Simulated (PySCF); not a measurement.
CCl4, SMILES ClC(Cl)(Cl)Cl.

Geometry: B3LYP-D3(BJ)/def2-SVP.

Level of theory: r2SCAN/def2-TZVP (PySCF).

Isolated molecule, no solvent.

Computed frontier levels, gap, dipole moment and polarisability:
```
Property                                                                                                        Value
---------------------------------------------------------------------------------------------  ----------------------
highest occupied level                                                                                       -8.02 eV
lowest empty level                                                                                           -2.76 eV
orbital gap                                                                                                   5.27 eV
dipole moment                                                                                                  0.00 D
quadrupole, principal values (traceless, Buckingham form, about the centre of nuclear charge)    0.00, 0.00, 0.00 D·Å
mean static polarisability                                                                       61.1 bohr³ (9.06 Å³)
polarisability, principal values                                                               61.1, 61.1, 61.1 bohr³
```
